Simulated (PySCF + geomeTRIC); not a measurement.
A geometry relaxed with B3LYP-D3(BJ)/def2-TZVP (PySCF + geomeTRIC), charge 0, multiplicity 1:

```xyz
3

H     -1.0927     0.0285     0.0000
N      1.1194    -0.0294     0.0000
C     -0.0263     0.0006     0.0000
```

Task: Write the SMILES of this molecule.

Result: `C#N`
